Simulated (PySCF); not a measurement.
**Electron affinity of Li by level of theory**

Li⁻ [He] 2s2 (1S) → Li [He] 2s1 (2S), as a difference of total energies. All numbers are calculated (PySCF 2.14, the spin-free X2C one-electron Hamiltonian (Gaussian nucleus), in x2c-TZVPPall with one added diffuse shell each of s, p type (6s4p1d, 23 functions)). Correlated levels: valence: 1s2 frozen. The calculations carry no spin-orbit coupling.

Task: Order these methods by the electron affinity they give, lowest first.
A. SCS-MP2 (valence)
B. MP2 (valence)
C. CCSD (valence)
D. UHF

Result: D (-0.131 eV), B (0.278 eV), A (0.359 eV), C (0.582 eV).

Errors of the correlated levels include the incompleteness of this basis and the frozen core.

A negative affinity means that the anion lies above the atom at that level of theory.

With two correlated electrons CCSD is exact in that space.

The coupled-cluster amplitudes are large for Li⁻ (T1 above 0.03 or a double amplitude above 0.15), so a single reference is strained.

For comparison: 0.618 eV (measured; photodetachment measurements, as compiled on the Wikipedia data page of electron affinities).
